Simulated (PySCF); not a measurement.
Species: C2H6S.
Bonds: C1–S2, S2–C3. Hydrogens: H4, H5, H6 on C1; H7, H8, H9 on C3.

Computed by this run: PySCF, PBE0-D3(BJ)/def2-SVP geometry optimisation, gas phase; density fitting, grid level 1; the optimiser is geomeTRIC in internal coordinates, started from a GFN2-xTB structure with every atom displaced at random (about 0.01 Å).

Step 0: E = -12995.8746 eV
```
atom  x, y, z in Å  |  force x, y, z in eV/Å
C1     -1.3398   -0.1263   -0.1709    0.027   0.587  -0.713
S2      0.1163   -1.1336   -0.3835    0.390  -0.289   0.007
C3      1.3451    0.0740    0.1524    0.254  -0.550   0.645
H4     -1.2508    0.7757   -0.8185   -0.248  -0.293   0.224
H5     -2.2109   -0.7135   -0.4850   -0.076  -0.005   0.006
H6     -1.4611    0.1993    0.8605   -0.125   0.050   0.445
H7      2.3405   -0.4107    0.0879   -0.302   0.128   0.027
H8      1.3491    0.9531   -0.4891   -0.034   0.389  -0.215
H9      1.1658    0.3645    1.2131    0.114  -0.017  -0.425
```

Step 1: E = -12995.8918 eV
```
atom  x, y, z in Å  |  force x, y, z in eV/Å
C1     -1.3475   -0.1194   -0.1677    0.045  -0.006   0.107
S2      0.1371   -1.1007   -0.4679   -0.039  -0.015   0.042
C3      1.3695    0.0696    0.1359   -0.004   0.192  -0.306
H4     -1.3401    0.8205   -0.7389   -0.006   0.012  -0.066
H5     -2.2113   -0.7212   -0.4828    0.006   0.006  -0.008
H6     -1.4512    0.1158    0.9053   -0.030  -0.036  -0.063
H7      2.3284   -0.4618    0.2245   -0.038   0.031  -0.023
H8      1.4880    0.9224   -0.5624    0.032  -0.180   0.161
H9      1.0812    0.4572    1.1210    0.034  -0.003   0.155
```

Task: Estimate the geometry and energy of step 2. (The exact step hangs on the optimiser's Hessian estimate; all steps are aligned on step 1, rigid shifts and turns removed.)

Result: E = -12995.8981 eV, largest force 0.076 eV/Å
```
atom  x, y, z in Å  |  force x, y, z in eV/Å
C1     -1.3547   -0.1180   -0.1695    0.036   0.030  -0.005
S2      0.1328   -1.0987   -0.4491    0.014   0.012   0.042
C3      1.3735    0.0732    0.1391   -0.066   0.034  -0.017
H4     -1.3480    0.8104   -0.7619   -0.008  -0.012  -0.007
H5     -2.2123   -0.7287   -0.4838   -0.002  -0.007  -0.009
H6     -1.4731    0.1317    0.8968   -0.011  -0.007  -0.007
H7      2.3321   -0.4602    0.1935    0.014  -0.015  -0.015
H8      1.4840    0.9307   -0.5436   -0.008  -0.008   0.009
H9      1.1197    0.4420    1.1453    0.030  -0.027   0.009
```

The energy changes by -0.0062 eV. The first-order estimate −F·Δx gives -0.0093 eV and the mean of the old and new forces, exact on a quadratic surface, -0.0063 eV. The step makes an angle of 76° with the force vector and moves no atom by more than 0.048 Å.

The cost below is that of the whole optimisation. The run took 17 s on Arm Neoverse N1, one thread, no GPU (shared host), and the process peaked at 0.32 GiB of memory.
